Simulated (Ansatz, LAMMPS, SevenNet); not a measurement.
## Diamond-structure Ge, elastic constant C44

Reference value: 68 GPa (measured, low temperature, no zero-point or thermal correction; as tabulated in Tanner et al. (2021), arXiv:2110.11888).

Question: What do Tersoff Ge.tersoff (a germanene fit), SevenNet-l3i5, LDA, PBE, PBE-D3(BJ), r²SCAN, r²SCANh give, and how far is each from the reference?

Answer: 
```csv
level (code),value (GPa),cell (Å³/atom),difference (%)
Tersoff Ge.tersoff (a germanene fit) (LAMMPS),91.6,21.40,+35
SevenNet-l3i5 (SevenNet),28.7,23.76,-58
LDA (Ansatz),62.2,22.21,-8.5
PBE (Ansatz),54.1,23.89,-20
PBE-D3(BJ) (Ansatz),58.4,23.14,-14.1
r²SCAN (Ansatz),67.3,22.84,-1.0
r²SCANh (Ansatz),70.5,22.64,+3.7
```

Leaving aside Tersoff Ge.tersoff (a germanene fit), which can be fitted to such values or carry a doubt: Nearest, and too close to rank with a margin of 5.0 % (twice that across the reference) picked here for doubts on the reference and the settings, and for temperature and zero-point motion: r²SCAN (-1.0 %), r²SCANh (+3.7 %). SevenNet-l3i5 (-58 %) misses by most. Within 10 %: LDA, r²SCAN, r²SCANh. The least costly first-principles kind among them: DFT without exact exchange (LDA, r²SCAN).

The reference has no zero-point or thermal correction, while the calculations are for a static lattice, so the differences are not the levels' errors alone.  LDA, PBE, PBE-D3(BJ): the solid has no gap at this level, which affects its response. PBE-D3(BJ): the dispersion coefficients are held fixed in the derivatives. Each level is taken at its own relaxed cell. Cutoffs and k meshes differ between the levels. Ansatz's density-functional and Hartree–Fock values are scalar-relativistic unless marked +SOC, with PAW data made under PBE.

Empirical potentials (Tersoff Ge.tersoff (a germanene fit)) are fitted to chosen data, which need not cover the solid at hand: agreement can be built in, and what lay outside the fit can be far off. Machine-learned potentials (SevenNet-l3i5) are trained on DFT data, which may include these solids.

Differences are worked out from the printed values.

Ansatz is a first-principles code.
